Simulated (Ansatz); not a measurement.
```yaml
crystal:
  periodic: [false, false, false]
  atoms:
    - {symbol: C, position_ang: [-0.872239, 1.500686, 1.017827]}
    - {symbol: C, position_ang: [-0.696019, 0.247599, 0.624768]}
    - {symbol: C, position_ang: [0.618950, -0.334868, 0.226677]}
    - {symbol: C, position_ang: [0.650428, -0.853427, -1.198189]}
    - {symbol: Cl, position_ang: [-0.455458, -2.237862, -1.434060]}
    - {symbol: H, position_ang: [-1.850682, 1.875009, 1.295183]}
    - {symbol: H, position_ang: [-0.042613, 2.198672, 1.081657]}
    - {symbol: H, position_ang: [-1.549731, -0.423461, 0.572942]}
    - {symbol: H, position_ang: [0.885096, -1.157569, 0.899747]}
    - {symbol: H, position_ang: [1.402725, 0.425202, 0.319345]}
    - {symbol: H, position_ang: [0.341612, -0.086098, -1.907485]}
    - {symbol: H, position_ang: [1.644931, -1.209083, -1.464411]}
basis:
  gaussian: {orbitals: def2-SVP}
hamiltonian: {xc: {name: B3LYP5}}
smearing: {width: 0.1}
```

```sh
$ ansatz run in.yaml --threads 4 --pin off --events-out ev --progress --plain --max-ram 10444MiB
```

Output, abridged:

```
Error: YAML parse error: error: line 19 column 1: unknown field `smearing`, expected one of crystal, accuracy, basis, kpoints, hamiltonian, magnetization, projection, total_charge, correlation, batch, efield, external_charges, scf, relax, neb, saddle, md, ramp, phonons, dielectric, real_time, elastic, magnetic_configurations, gw, evaluate, workflow, output, checkpoint, execution
17 |   gaussian: {orbitals: def2-SVP}
18 | hamiltonian: {xc: {name: B3LYP5}}
19 | smearing: {width: 0.1}
```

In this input the input holds a key that doesn't belong there. The program refused the input.
